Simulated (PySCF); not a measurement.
LiH, SMILES [LiH]. Atoms are numbered in the order given.

```xyz
2

Li     0.0000     0.0000    -0.4009
H      0.0000     0.0000     1.2027
```
Charge 0, spin multiplicity 1.

Geometry: PBE-D3(BJ)/def2-TZVPD.

Level of theory: PBE-D3(BJ)/def2-TZVPD (PySCF).

No scaling factor is applied to the harmonic values.

Computed normal modes with their intensities:
```tsv
mode	ν (cm⁻¹)	IR (km/mol)	moving atoms (share of kinetic energy)
1	1384	124.5	H 87 %, Li 13 %
```
